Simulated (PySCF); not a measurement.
How close CCSD(T) comes to the exact answer in a basis

Each species is computed at the geometry given (Å), with frozen cores, in PySCF 2.14.0: RHF-CCSD(T) for singlets, UHF-CCSD(T) otherwise, and full CI in the same basis. The script picks the determinant by a search with trial CCSD, so it needn't be the lowest Hartree–Fock solution. States: HNAl⁺ quintet A'', CO singlet Σ⁺, Al2H2⁺ (H-bridged) doublet A', SiC singlet Σ⁺. Cases whose determinant has another symmetry than full CI's state, or lies over 0.5 eV above the lowest of its kind, whose (Q) step broke down or whose higher cluster runs on it stay over 0.1 eV above full CI weren't drawn.

Question: Judging by size, spin and bonding, rank them by the size of CCSD(T)'s error in total energy against full CI in the same basis, smallest first (an estimate).
A. SiC, singlet, 6-31G: Si 0.000 0.000 0.000; C 0.000 0.000 1.636
B. CO, singlet, 6-31G: O 0.000 0.000 0.000; C 0.000 0.000 1.196
C. HNAl⁺, quintet, 6-31G: Al 0.000 -0.032 0.690; N 0.000 0.121 -1.213; H 0.000 -0.826 -1.614
D. Al2H2⁺ (H-bridged), doublet, 6-31G: Al 0.000 0.092 1.265; Al 0.000 -0.019 -1.367; H 0.000 -0.688 2.680; H 0.000 -1.271 0.055

Answer: C (6.8 meV), D (24.6 meV), B (38.3 meV), A (53.9 meV).

| species | basis | correlated electrons | CCSD(T) − full CI (meV) | CCSDT(Q) − full CI (meV) | unpaired electrons (full CI) | T1 | ⟨S²⟩ of the determinant |
| --- | --- | --- | --- | --- | --- | --- | --- |
| HNAl⁺, quintet | 6-31G | 8 | 6.8 | – | 4.01 | 0.011 | 6.01 |
| Al2H2⁺ (H-bridged), doublet | 6-31G | 7 | 24.6 | – | 1.11 | 0.045 | 0.88 |
| CO, singlet | 6-31G | 10 | 38.3 | -1.5 | 0.09 | 0.026 | 0.00 |
| SiC, singlet | 6-31G | 8 | 53.9 | -25.1 | 0.79 | 0.091 | 0.00 |

Unpaired electrons are Σ n²(2−n)² over natural occupations; an open shell counts its own unpaired electrons too. Frozen cores follow each run's orbitals, which moves totals by a few meV. RHF is unstable for SiC, singlet in 6-31G: UHF reaches ⟨S²⟩ = 1.39. A dash: (Q) wasn't run for open shells.
